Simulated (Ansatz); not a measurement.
# InH$_{4}$⁻, singlet: the ladder up to RCCSDT(Q)

Geometry: displaced at random from a stationary point.

```xyz
5

In    0.0009    0.0000    0.0014
H     1.0309    1.0146    1.0210
H    -0.9828   -0.9877    0.9784
H    -1.0855    1.0111   -1.0534
H     0.9337   -1.0343   -1.1049
```

Basis def2-TZVPD with its core potentials; Ansatz 0.2.0. Only valence electrons are correlated (noble-gas cores and the filled d shells of p-block atoms frozen), which leaves 8 electrons in 83 orbitals. Prefix R: restricted or restricted open-shell reference. Active spaces: valence = (8e, 8o) chosen from the atoms' valence shells. No spin–orbit coupling is included; scalar relativity enters through the core potentials alone.

Full CI isn't at hand for all of this; RCCSDT(Q) serves as the reference, and is uncertain by the last step of the cluster series or more.

* UHF ⟨S²⟩: 0.000
* T1 diagnostic (RCCSD): 0.0114
* largest doubles amplitude (RCCSD): 0.026

```tsv
level	E − E(RCCSDT(Q)) (kJ/mol)	share of correlation (%)	wall time
RHF	379.0	0.00	–
RMP2	86.8	77.09	–
RCCSD	8.7	97.70	–
RCCSD(T)	1.9	99.50	5.5 s
BCCD(T)	1.8	99.52	2.9 s
RCCSDT	0.2	99.95	–
CASSCF (valence space)	229.6	39.40	–
NEVPT2 (valence space)	76.4	79.84	4.7 s
```

The correlation energy at RCCSDT(Q), counted from RHF, is -3.928 eV. That run took 67 s on 1 thread of Intel Xeon 6975P-C, shared host.

Times hold each run's SCF and search for its determinant on a shared host, so for small cases they say little of a method's own cost; they ran on 1 thread of Intel Xeon 6975P-C. Some runs computed forces too.

Natural occupations of CASSCF (valence space) about the gap: 1.984 1.972 1.971 1.969 0.038 0.024 0.021 0.021; effectively unpaired electrons, Σ n²(2−n)², 0.02.
